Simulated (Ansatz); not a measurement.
This Ansatz (an electronic-structure program) input (r2SCAN/6-31G*) gives -113.78731 Eh with 32 basis functions.

Ansatz 0.2 input:
```yaml
crystal:
  periodic: [false, false, false]
  atoms:
    - {symbol: C, position_ang: [0.04971801, 0.58373572, -0.00114401]}
    - {symbol: O, position_ang: [0.07409359, -0.58783396, -0.00094961]}
    - {symbol: H, position_ang: [-0.89105678, 1.20025732, 0.01446098]}
basis:
  gaussian:
    orbitals: 6-31G*
hamiltonian:
  xc: {name: r2SCAN}
magnetization: {spin_polarized: true, initial_magnetization: 1}
```

Change:
```diff
- orbitals: 6-31G*
+ orbitals: aug-cc-pVTZ
```

Q: What does the run give now?

A: -113.83876 Eh (r2SCAN/aug-cc-pVTZ, 115 functions), a change of -51.45 mEh.
